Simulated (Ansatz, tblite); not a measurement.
# The cluster HW₂: which spin state is lowest, part 2 of 2

Aim: set other spin states of the cluster HW₂ against its doublet, on many levels of theory.

Ansatz 0.2.0, Gaussian basis; as each input shows. Earlier steps stand in the parts before.

### 10 Quartet, LC-ωPBE/def2-TZVP

Input file in.yaml:

```yaml
crystal:
  periodic: [false, false, false]
  atoms:
    - {symbol: W, position_ang: [1.036505, 0.939458, -0.782222]}
    - {symbol: W, position_ang: [-0.221618, -0.776280, -0.351941]}
    - {symbol: H, position_ang: [-0.814889, -0.163169, 1.134173]}
basis:
  gaussian: {orbitals: def2-TZVP, initial_orbitals: start.molden}
magnetization: {spin_polarized: true, initial_magnetization: 3}
hamiltonian: {xc: {name: LC-wPBE}}
scf: {omitted_lower_state_checks: [starts]}
output: {orbitals: {seedname: orbitals}}
```

The run is started by

```sh
$ ansatz run in.yaml --threads 4 --pin off --events-out ev --progress --plain --max-ram 3916MiB
```

The log of the run, cut to the lines that bear on the results:

```text
Functional definition: LC-wPBE
  name "LC-wPBE"
  cite "Vydrov & Scuseria, J. Chem. Phys. 125, 234109 (2006) doi:10.1063/1.2409292"
  cite "Heyd & Scuseria, J. Chem. Phys. 120, 7274 (2004) doi:10.1063/1.1668634"
  cite "Ernzerhof & Perdew, J. Chem. Phys. 109, 3313 (1998) doi:10.1063/1.476928"
  cite "Perdew, Burke & Ernzerhof, Phys. Rev. Lett. 77, 3865 (1996) doi:10.1103/PhysRevLett.77.3865"
  parent pbe
[...]
692 factors; their error is unknown
222 factors; integrals over basis functions are off by at most 3.6e-5 eV
[...]
mean field -3661.31333202 eV, -134.5507832245 hartree, gradient 1.3e-5 eV, S^2 4.750149; 0 other end points of the search recorded, 0 dependent functions left out
reference -3661.31333203 eV, -134.5507832247 hartree; 16, 13 occupied and 70, 73 virtual orbitals, 692 factors
Total energy: -3661.31333203 eV, -134.5507832247 hartree
Checks for a lower state left out: starts
```

Wall time 4 s (4 threads of Arm Neoverse V1, shared host).

Report: HOMO -6.74 eV, LUMO -0.41 eV (over both spins); ⟨S²⟩ 4.750 (pure: 3.75). Doubts: spin contamination.

### 11 Quartet, B3LYP-D4/def2-TZVP

Changes to in.yaml since step 10:

```diff
@@ -9,3 +9,3 @@
 magnetization: {spin_polarized: true, initial_magnetization: 3}
-hamiltonian: {xc: {name: LC-wPBE}}
+hamiltonian: {xc: {name: B3LYP}, dispersion: d4}
 scf: {omitted_lower_state_checks: [starts]}
```

Launched as before.

The log of the run, cut to the lines that bear on the results:

```text
Functional definition: B3LYP
  name "B3LYP"
  cite "Stephens, Devlin, Chabalowski & Frisch, J. Phys. Chem. 98, 11623 (1994) doi:10.1021/j100096a001"
  cite "Becke, Phys. Rev. A 38, 3098 (1988) doi:10.1103/PhysRevA.38.3098"
  cite "Lee, Yang & Parr, Phys. Rev. B 37, 785 (1988) doi:10.1103/PhysRevB.37.785"
  cite "Vosko, Wilk & Nusair, Can. J. Phys. 58, 1200 (1980) doi:10.1139/p80-159"
[...]
830 factors; their error is unknown
[...]
mean field -3663.41112224 eV, -134.6278755930 hartree, gradient 1.6e-5 eV, S^2 4.025754; 0 other end points of the search recorded, 0 dependent functions left out
reference -3663.41131599 eV, -134.6278827132 hartree; 16, 13 occupied and 70, 73 virtual orbitals, 830 factors
Total energy: -3663.55122851 eV, -134.6330244034 hartree
Checks for a lower state left out: starts
```

Run time: 3.9 s. Hardware: 4 threads of Arm Neoverse V1, shared host.

Report: HOMO -4.39 eV, LUMO -2.92 eV (over both spins); ⟨S²⟩ 4.026 (pure: 3.75). Doubts: spin contamination.

### 12 Quartet, revPBE-D4/def2-TZVP

Changes to in.yaml since step 11:

```diff
@@ -9,3 +9,3 @@
 magnetization: {spin_polarized: true, initial_magnetization: 3}
-hamiltonian: {xc: {name: B3LYP}, dispersion: d4}
+hamiltonian: {xc: {name: revPBE}, dispersion: d4}
 scf: {omitted_lower_state_checks: [starts]}
```

Launched as before.

The log of the run:

```text
Functional definition: revPBE
  name "revPBE"
  cite "Zhang & Yang, Phys. Rev. Lett. 80, 890 (1998) doi:10.1103/PhysRevLett.80.890"
  cite "Perdew, Burke & Ernzerhof, Phys. Rev. Lett. 77, 3865 (1996) doi:10.1103/PhysRevLett.77.3865"
  parameter kappa = 1.245
  parameter beta = 0.06672455060314922
  exchange = pbe_x(kappa = kappa, mu = beta*pi^2/3)
  correlation = pbe_c(beta = beta)
these checks for a lower state are left out or cut short: starts
692 factors; their error is unknown
mean field evaluation 1: about -3666.6690 eV, gradient 4.8e0 eV
mean field evaluation 2: about -3666.7968 eV, gradient 4.1e-1 eV
mean field evaluation 4: about -3666.8102 eV, gradient 1.5e-1 eV
mean field evaluation 8: about -3666.8135 eV, gradient 8.1e-3 eV
mean field evaluation 16: about -3666.8135 eV, gradient 1.4e-5 eV
mean field -3666.81349717 eV, -134.7529105655 hartree, gradient 3.5e-6 eV, S^2 3.932822; 0 other end points of the search recorded, 0 dependent functions left out
reference -3666.81354191 eV, -134.7529122097 hartree; 16, 13 occupied and 70, 73 virtual orbitals, 692 factors
Total energy: -3666.98088843 eV, -134.7590620809 hartree
Checks for a lower state left out: starts
```

Wall time 2.5 s (4 threads of Arm Neoverse V1, shared host).

HOMO -3.66 eV, LUMO -3.44 eV (over both spins); ⟨S²⟩ 3.933 (pure: 3.75). Doubts: spin contamination.

### 13 Quartet, CCSD(T)/def2-TZVPP

Input file in.yaml:

```yaml
crystal:
  periodic: [false, false, false]
  atoms:
    - {symbol: W, position_ang: [1.036505, 0.939458, -0.782222]}
    - {symbol: W, position_ang: [-0.221618, -0.776280, -0.351941]}
    - {symbol: H, position_ang: [-0.814889, -0.163169, 1.134173]}
basis:
  gaussian: {orbitals: def2-TZVPP, initial_orbitals: start.molden}
magnetization: {spin_polarized: true, initial_magnetization: 3}
correlation: {method: ccsd_t}
scf: {omitted_lower_state_checks: [starts, cluster_reference]}
output: {orbitals: {seedname: orbitals}}
```

Launched as before.

The log of the run, cut to the lines that bear on the results:

```text
Functional definition: HF
  name "HF"
  cite "Fock, Z. Phys. 61, 126 (1930) doi:10.1007/BF01340294"
  parent pbe
[...]
821 factors; integrals over basis functions are off by at most 6.0e-4 eV
[...]
mean field -3624.15490691 eV, -133.1852362884 hartree, gradient 2.0e-6 eV, S^2 5.919407; 0 other end points of the search recorded, 0 dependent functions left out
reference -3624.15490691 eV, -133.1852362884 hartree; 16, 13 occupied and 110, 113 virtual orbitals, 821 factors
second order -21.95055252 eV of doubles, -0.00000000 eV of singles
cycle   1  -19.92759237 eV  change     2.0e0 eV  update   2.5e-1
[...]
cycle  28  -22.09338250 eV  change    2.6e-5 eV  update   2.9e-5
perturbative correction -1.50650060 eV, -0.0553628758 hartree
Total energy: -3647.75479000 eV, -134.0525159955 hartree
Checks for a lower state left out: starts, cluster_reference
```

Wall time 96 s (4 threads of Arm Neoverse V1, shared host); peak memory 1.9 GiB.

Hartree-Fock HOMO -6.31 eV, LUMO 0.50 eV (over both spins); ⟨S²⟩ 5.919 (pure: 3.75); T1 0.089. Doubts: large T1 diagnostic, spin contamination.

### 14 Quartet, MP2/def2-TZVP

Input file in.yaml:

```yaml
crystal:
  periodic: [false, false, false]
  atoms:
    - {symbol: W, position_ang: [1.036505, 0.939458, -0.782222]}
    - {symbol: W, position_ang: [-0.221618, -0.776280, -0.351941]}
    - {symbol: H, position_ang: [-0.814889, -0.163169, 1.134173]}
basis:
  gaussian: {orbitals: def2-TZVP, initial_orbitals: start.molden}
magnetization: {spin_polarized: true, initial_magnetization: 3}
correlation: {method: mp2}
scf: {omitted_lower_state_checks: [starts]}
output: {orbitals: {seedname: orbitals}}
```

Launched as before.

The log of the run:

```text
Functional definition: HF
  name "HF"
  cite "Fock, Z. Phys. 61, 126 (1930) doi:10.1007/BF01340294"
  parent pbe
  exchange = exact_x
  correlation = 0
these checks for a lower state are left out or cut short: starts
794 factors; integrals over basis functions are off by at most 9.9e-4 eV
mean field evaluation 1: about -3622.2443 eV, gradient 1.0e1 eV
mean field evaluation 2: about -3623.6476 eV, gradient 3.4e0 eV
mean field evaluation 4: about -3623.9996 eV, gradient 2.7e-1 eV
mean field evaluation 8: about -3624.0169 eV, gradient 2.3e-3 eV
mean field -3624.01690303 eV, -133.1801647394 hartree, gradient 2.1e-6 eV, S^2 5.911519; 0 other end points of the search recorded, 0 dependent functions left out
reference -3624.01690303 eV, -133.1801647394 hartree; 16, 13 occupied and 70, 73 virtual orbitals, 794 factors
second order -17.48379909 eV of doubles, -0.00000000 eV of singles
Total energy: -3641.50070212 eV, -133.8226825051 hartree
Checks for a lower state left out: starts
```

Run time: 0.75 s. Hardware: 4 threads of Arm Neoverse V1, shared host.

Hartree-Fock HOMO -6.20 eV, LUMO 0.50 eV (over both spins); ⟨S²⟩ 5.912 (pure: 3.75). Doubts: spin contamination.

### 15 Quartet, RPA/def2-TZVP

Changes to in.yaml since step 14:

```diff
@@ -9,4 +9,4 @@
 magnetization: {spin_polarized: true, initial_magnetization: 3}
-correlation: {method: mp2}
+hamiltonian: {xc: pbe}
+correlation: {method: rpa}
 scf: {omitted_lower_state_checks: [starts]}
-output: {orbitals: {seedname: orbitals}}
```

Launched as before.

The log of the run:

```text
Functional definition: PBE
  name "PBE"
  cite "Perdew, Burke & Ernzerhof, Phys. Rev. Lett. 77, 3865 (1996) doi:10.1103/PhysRevLett.77.3865"
  parent pbe
  parameter kappa = 0.804
  parameter beta = 0.06672455060314922
  exchange = pbe_x(kappa = kappa, mu = beta*pi^2/3)
  correlation = pbe_c(beta = beta)
these checks for a lower state are left out or cut short: starts
794 factors; integrals over basis functions are off by at most 9.9e-4 eV
mean field evaluation 1: about -3664.6463 eV, gradient 4.0e0 eV
mean field evaluation 2: about -3664.8034 eV, gradient 4.8e-1 eV
mean field evaluation 4: about -3664.8250 eV, gradient 1.8e-1 eV
mean field evaluation 8: about -3664.8389 eV, gradient 6.5e-2 eV
mean field -3664.83931760 eV, -134.6803608047 hartree, gradient 2.2e-6 eV, S^2 3.763449; 0 other end points of the search recorded, 0 dependent functions left out
reference -3620.46394028 eV, -133.0495957666 hartree; 16, 13 occupied and 70, 73 virtual orbitals, 794 factors
Total energy: -3649.77153319 eV, -134.1266299408 hartree
Checks for a lower state left out: starts
```

Wall time 3 s (4 threads of Arm Neoverse V1, shared host).

From the report: ⟨S²⟩ 3.763 (pure: 3.75).

### 16 Quartet less doublet

The doublet's energies are those of its earlier runs, whose logs aren't repeated here.

| level | quartet less doublet (kcal/mol) | time |
| --- | --- | --- |
| GFN1-xTB | -4.3 | 0.004 s |
| GFN2-xTB | -7.6 | 0.008 s |
| HF/def2-TZVP† | +27.7 |  |
| HF/def2-TZVPP† | +27.1 |  |
| PBE-D4/def2-TZVP† | +15.5 | 4.6 s |
| revPBE-D4/def2-TZVP† | +16.0 | 3.9 s |
| r2SCAN-D4/def2-TZVP† | +16.7 | 7.5 s |
| B3LYP-D4/def2-TZVP† | +14.8 | 5.7 s |
| PBE0-D4/def2-TZVP† | +17.9 | 34 s |
| LC-ωPBE/def2-TZVP† | +17.9 | 6.2 s |
| B2PLYP/def2-TZVP† | +12.5 | 5.8 s |
| PBE-QIDH/def2-TZVP† | +16.8 | 5.8 s |
| RPA/def2-TZVP† | +9.4 | 5.2 s |
| MP2/def2-TZVP† | +16.2 | 1.4 s |
| MP2/def2-TZVPP† | +17.3 |  |
| CCSD/def2-TZVPP† | +18.9 |  |
| CCSD(T)/def2-TZVPP† | +17.4 | 2.1 min |

Times add the two runs; a level without a time comes out of a correlated run. † marks a level with a doubtful state (flagged, unstable, out of aufbau order, or strongly spin-contaminated); such levels are left out of the summary. Tight binding without a spin term can't rank spin states. CCSD(T)/def2-TZVPP is no safe reference here (large T1 diagnostic, spin contamination).

### 17 Outcome

The summary covers parts 1 to 2.

| quantity | value |
| --- | --- |
| quartet less doublet | no functional free of doubt |

In words: At every functional the quartet or the doublet is doubtful (⟨S²⟩ up to 5.23 against 3.75: these determinants mix in higher spin), so no splitting is quoted. These are electronic energies, without zero-point motion, entropy or surroundings. Spin-orbit coupling is left out too; for so heavy a metal it can shift spin gaps by tenths of an eV.
